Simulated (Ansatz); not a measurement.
## Arsenic, grey arsenic (A7): convergence with Methfessel-Paxton smearing

Computed with Ansatz, PBE, scalar-relativistic PAW, on the relaxed cell (a = 3.807 Å, c = 10.824 Å (c/a = 2.843); spin not included). Errors count from a run at 420 eV on a Γ-centred 16×16×16 mesh with Fermi-Dirac smearing of 0.1 eV, extrapolated to zero width. Fixed here: cutoff 420 eV, mesh 10×10×10. The SCF starts from atomic densities corrected by a trained network.

```tsv
width (eV)	E(σ→0) error (meV/atom)	F error (meV/atom)	P (GPa)	SCF iterations
0.01	-2.4	-2.4	0.01	5
0.03	-2.4	-2.4	0.00	5
0.1	-2.4	-2.5	0.00	5
0.2	-2.6	-2.6	0.00	7
0.3	-2.7	-2.5	0.01	7
0.6	-1.9	2.4	-0.02	7
1.0	5.4	18.1	-0.17	7
```
